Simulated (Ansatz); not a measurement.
Run this with Ansatz 0.2.0 through its Python package and show what comes out.

The script, `run_basis.py`:
```python
'''Basis-set convergence for BH5S.'''

import ansatz as az

geometry_ang = [
    ('B', [-0.4522, -0.4235, -0.4629]),
    ('S', [0.5848, 0.8509, 0.3809]),
    ('H', [-1.6599, 0.0094, -0.4712]),
    ('H', [-0.3575, -1.416, 0.0832]),
    ('H', [-0.1403, -0.5153, -1.6208]),
    ('H', [0.1756, 1.0169, 1.6788]),
    ('H', [1.9107, 0.4097, 0.3661]),
]
mol = az.Crystal.molecule()
for symbol, xyz in geometry_ang:
    mol = mol.atom(symbol, xyz)

model = mol.calculation().functional('b3lyp')

energies = {}
for basis in ['STO-3G', '6-31G', '6-31G*', 'def2-SVP', 'def2-SVPD', 'def2-TZVP', 'def2-TZVPP']:
    r = model.basis(gaussian=basis).run(threads=1).report
    size = r['n_frozen'] + r['n_occupied'][0] + r['n_virtual'][0]
    energies[basis] = (r['reference_energy_ev'] / 27.211386246, r['free_energy_ev'] / 27.211386246)
    print(f'{basis:14s} {size:4d} orbitals  reference {energies[basis][0]:14.6f} Ha  total {energies[basis][1]:14.6f} Ha')

last = energies['def2-TZVPP'][1]
for basis, (_, total) in energies.items():
    print(f'{basis:14s} lies {27.211386 * (total - last):9.4f} eV above def2-TZVPP')
```

Running `python run_basis.py` prints:
```text
STO-3G           19 orbitals  reference    -421.279527 Ha  total    -421.279527 Ha
6-31G            32 orbitals  reference    -425.949291 Ha  total    -425.949291 Ha
6-31G*           44 orbitals  reference    -425.994691 Ha  total    -425.994691 Ha
def2-SVP         57 orbitals  reference    -425.873248 Ha  total    -425.873248 Ha
def2-SVPD        87 orbitals  reference    -425.882850 Ha  total    -425.882850 Ha
def2-TZVP        98 orbitals  reference    -426.048828 Ha  total    -426.048828 Ha
def2-TZVPP      143 orbitals  reference    -426.050850 Ha  total    -426.050850 Ha
STO-3G         lies  129.8343 eV above def2-TZVPP
6-31G          lies    2.7636 eV above def2-TZVPP
6-31G*         lies    1.5282 eV above def2-TZVPP
def2-SVP       lies    4.8328 eV above def2-TZVPP
def2-SVPD      lies    4.5715 eV above def2-TZVPP
def2-TZVP      lies    0.0550 eV above def2-TZVPP
def2-TZVPP     lies    0.0000 eV above def2-TZVPP
```

Against STO-3G: 6-31G -4669.8 mHa, 6-31G* -4715.2 mHa, def2-SVP -4593.7 mHa, def2-SVPD -4603.3 mHa, def2-TZVP -4769.3 mHa and def2-TZVPP -4771.3 mHa. The last step alone is -2.02 mHa (these two sets differ little on atoms other than hydrogen).

Caveats:
- The drop along the ladder measures the basis error, and is no property of the molecule.
- The geometry is a force-field or estimated start, not a minimum of this method, and the last set is no limit. Much of the fall in a total is atomic energy, which cancels in bond and reaction energies.
- b3lyp holds the VWN-RPA fit, as in Gaussian; the form of ORCA and Turbomole is b3lyp5.
- Totals across families of basis sets mostly measure their core functions.
- Wall time of the script: 9.7 s on 1 thread of Arm Neoverse V1, with other jobs on the host, peak memory 0.26 GiB.
